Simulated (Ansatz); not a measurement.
Relaxation of ClH$_{5}$Si$_{2}$ (8 atoms, charge 0, multiplicity 1), to a largest force component of 0.02 eV/Å in at most 40 steps.

All numbers below come from RKS BHLYP/def2-SVP in Ansatz 0.2.0.

```xyz
8
Properties=species:S:1:pos:R:3
Si 0.000 0.000 0.000
H 0.000 0.000 1.460
Cl 2.009 0.000 -0.709
H -0.688 1.191 -0.486
Si -1.046 -1.812 -0.739
H -1.703 -2.485 0.377
H -2.045 -1.427 -1.731
H -0.078 -2.717 -1.351
```

Question: Where does it end, and by what steps?

Answer: The forces met the threshold. After 3 steps the energy has fallen by 0.187 eV; H2 moved furthest, 0.12 Å.

| step | energy less start (eV) | largest force component (eV/Å) | accepted |
| --- | --- | --- | --- |
| 0 | 0.0000 | 1.527 | yes |
| 1 | -0.1569 | 0.619 | yes |
| 2 | -0.1857 | 0.118 | yes |
| 3 | -0.1867 | 0.016 | yes |

```xyz
8
Properties=species:S:1:pos:R:3
Si 0.031 0.050 0.023
H 0.083 0.077 1.501
Cl 1.984 0.058 -0.689
H -0.629 1.288 -0.449
Si -1.077 -1.874 -0.767
H -1.767 -2.552 0.357
H -2.085 -1.495 -1.786
H -0.091 -2.800 -1.369
```

The run took 13 s on 2 threads of Intel(R) Xeon(R) Platinum 8259CL CPU @ 2.50GHz (Skylake/Cascade Lake), with other jobs on the host, peak memory 0.17 GiB.
